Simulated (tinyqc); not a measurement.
RKS/PBE in the sto-3g basis, for H2O, spin multiplicity 1, step by step. One step of it, computed by the program tinyqc.

Problem. Iteration 2: DIIS coefficients. Solve [B -1; -1 0][c; lambda] = [0; -1] for the coefficients, which sum to one.

B (overlaps of the stored error matrices):
```
               1              2
1  2.3981603e+00  1.3819057e-01
2  1.3819057e-01  3.7540997e-01
```

Give: DIIS coefficients.

Solution.

DIIS coefficients: 0.0950  0.9050
